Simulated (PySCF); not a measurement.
Spectra and structures to be paired. The calculation used TDDFT CAM-B3LYP/def2-SVPD, vertical, gas phase, core orbitals frozen in the response (PySCF 2.14.0, density-fitted response routines). Geometries: PBE0-D3(BJ)/def2-SVP; one conformer of each isolated species. Triplets are in the Tamm–Dancoff approximation.

A. `C=CO[SiH2]C(C)=O`
B. `[SiH4]`
C. `C=C[SiH2]OC(C)=O`
D. `C[SiH2]Cl`

Lowest singlet levels (six at most, fewer where fewer were computed) with oscillator strengths:

1. 211 nm (f 0.001); 180 nm (f 0.001); 171 nm (f 0.407); 168 nm (f 0.009); 161 nm (f 0.033); 159 nm (f 0.009); T1 4.21 eV
2. 344 nm (f 0.001); 210 nm (f 0.064); 195 nm (f 0.013); 191 nm (f 0.010); 183 nm (f 0.012); 178 nm (f 0.024); T1 2.95 eV
3. 134 nm (f 0.002 summed over 3 states); 134 nm (f 0.444 summed over 3 states); 131 nm (f 0.000 summed over 2 states); 123 nm (f 0.000) [of 10 roots; the last level is left out, as the window may have cut its degenerate partner]; T1 8.50 eV
4. 165 nm (f 0.010); 164 nm (f 0.014); 150 nm (f 0.008); 149 nm (f 0.060); 142 nm (f 0.011); 139 nm (f 0.033); T1 7.09 eV

Task: Which spectrum belongs to which structure?

Result: 1 = C, 2 = A, 3 = B, 4 = D.
- A: S1 at 3.60 eV, HOMO-1→LUMO (94%); S1 has the pattern of n→π* at C=O; HOMO -8.44 and LUMO -0.24 eV.
- B: S1 at 9.27 eV, HOMO-2/HOMO-1/HOMO→LUMO+1/LUMO+2 (≥96%); Löwdin shares by element: HOMO (one of a set within 0.03 eV) hydrogen 53% or more, silicon 44%; LUMO silicon 69%, hydrogen 23% or more; HOMO -11.25 and LUMO 1.11 eV; point group Td, 4 of its 9 listed states under f = 0.0005.
- C: S1 at 5.86 eV, HOMO-1→LUMO+2 (94%); Löwdin shares by element: HOMO carbon 73% or more, silicon 9%, hydrogen 4% or more; LUMO carbon 69% or more, silicon 10%, hydrogen 6% or more (atoms not listed hold the other 16%); HOMO -9.42 and LUMO 0.55 eV.
- D: S1 at 7.50 eV, HOMO→LUMO (84%), HOMO→LUMO+1 (12%); Löwdin shares by element: HOMO (one of a set within 0.03 eV) chlorine 59%, hydrogen 20% or more, silicon 18%; LUMO silicon 35%, chlorine 24%, hydrogen 23% or more (atoms not listed hold the other 18%); HOMO -10.15 and LUMO 0.96 eV.

A slash joins orbitals within 0.01 eV of each other, whose weights are summed (≥ marks a lower bound).

Without π bonds the low states are Rydberg-like; a valence basis with one diffuse set may place them up to an eV too high.
